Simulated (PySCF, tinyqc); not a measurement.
Inside a calculation. Method: RHF in the sto-3g basis, for BH, spin multiplicity 1. This run ends on a higher stationary point, not on the lowest solution. The lowest restricted solution is unstable here: a spin-polarised one lies 0.0056 hartree lower (PySCF). One step of it, computed by the program tinyqc.

Task: Iteration 4: diagonalisation and new density. Diagonalise F' = X^T F X, C = X C', fill 3 alpha and 3 beta electrons from the bottom; D = 2 C_occ C_occ^T. Each column has its largest component positive (the first on a tie).

Fock matrix F (hartree), order 1B 1s, 1B 2s, 1B 2px, 1B 2py, 1B 2pz, 2H 1s:
$$\begin{pmatrix}
-7.228674 & -2.138251 & 0.000000 & 0.000000 & 0.019642 & -0.209718 \\
-2.138251 & -0.805028 & 0.000000 & 0.000000 & -0.090535 & -0.355686 \\
0.000000 & 0.000000 & -0.017210 & -0.154391 & 0.000000 & 0.000000 \\
0.000000 & 0.000000 & -0.154391 & 0.280066 & 0.000000 & 0.000000 \\
0.019642 & -0.090535 & 0.000000 & 0.000000 & 0.248867 & -0.220364 \\
-0.209718 & -0.355686 & 0.000000 & 0.000000 & -0.220364 & -0.169205
\end{pmatrix}$$

X, order 1B 1s, 1B 2s, 1B 2px, 1B 2py, 1B 2pz, 2H 1s:
$$\begin{pmatrix}
1.029583 & -0.146545 & 0.000000 & 0.000000 & -0.006064 & 0.020047 \\
-0.146545 & 1.067190 & 0.000000 & 0.000000 & 0.043372 & -0.168493 \\
0.000000 & 0.000000 & 1.000000 & 0.000000 & 0.000000 & 0.000000 \\
0.000000 & 0.000000 & 0.000000 & 1.000000 & 0.000000 & 0.000000 \\
-0.006064 & 0.043372 & 0.000000 & 0.000000 & 1.048926 & -0.191093 \\
0.020047 & -0.168493 & 0.000000 & 0.000000 & -0.191093 & 1.085584
\end{pmatrix}$$

Give: F' = X^T F X; orbital energies; coefficients C; D after iteration 4.

Result:

F' = X^T F X (hartree):
$$\begin{pmatrix}
-7.0417 & -1.1560 & 0.0000 & 0.0000 & 0.0132 & 0.0238 \\
-1.1560 & -0.2955 & 0.0000 & 0.0000 & -0.0051 & -0.2895 \\
0.0000 & 0.0000 & -0.0172 & -0.1544 & 0.0000 & 0.0000 \\
0.0000 & 0.0000 & -0.1544 & 0.2801 & 0.0000 & 0.0000 \\
0.0132 & -0.0051 & 0.0000 & 0.0000 & 0.3522 & -0.2799 \\
0.0238 & -0.2895 & 0.0000 & 0.0000 & -0.2799 & 0.0048
\end{pmatrix}$$

orbital energies (hartree): MO1 -7.2344, MO2 -0.3938, MO3 -0.0829, MO4 0.1071, MO5 0.3457, MO6 0.5409

coefficients C, order 1B 1s, 1B 2s, 1B 2px, 1B 2py, 1B 2pz, 2H 1s:
$$\begin{pmatrix}
0.9915 & -0.2045 & 0.0000 & -0.2223 & 0.0000 & -0.0873 \\
0.0304 & 0.6331 & 0.0000 & 0.8016 & 0.0000 & 0.3824 \\
0.0000 & 0.0000 & 0.9202 & 0.0000 & -0.3914 & 0.0000 \\
0.0000 & 0.0000 & 0.3914 & 0.0000 & 0.9202 & 0.0000 \\
-0.0010 & 0.1747 & 0.0000 & -0.4387 & 0.0000 & 0.9569 \\
-0.0041 & 0.5730 & 0.0000 & -0.5432 & 0.0000 & -0.7876
\end{pmatrix}$$

D after iteration 4, order 1B 1s, 1B 2s, 1B 2px, 1B 2py, 1B 2pz, 2H 1s:
$$\begin{pmatrix}
2.0499 & -0.1987 & 0.0000 & 0.0000 & -0.0735 & -0.2425 \\
-0.1987 & 0.8036 & 0.0000 & 0.0000 & 0.2212 & 0.7254 \\
0.0000 & 0.0000 & 1.6936 & 0.7204 & 0.0000 & 0.0000 \\
0.0000 & 0.0000 & 0.7204 & 0.3064 & 0.0000 & 0.0000 \\
-0.0735 & 0.2212 & 0.0000 & 0.0000 & 0.0610 & 0.2002 \\
-0.2425 & 0.7254 & 0.0000 & 0.0000 & 0.2002 & 0.6568
\end{pmatrix}$$
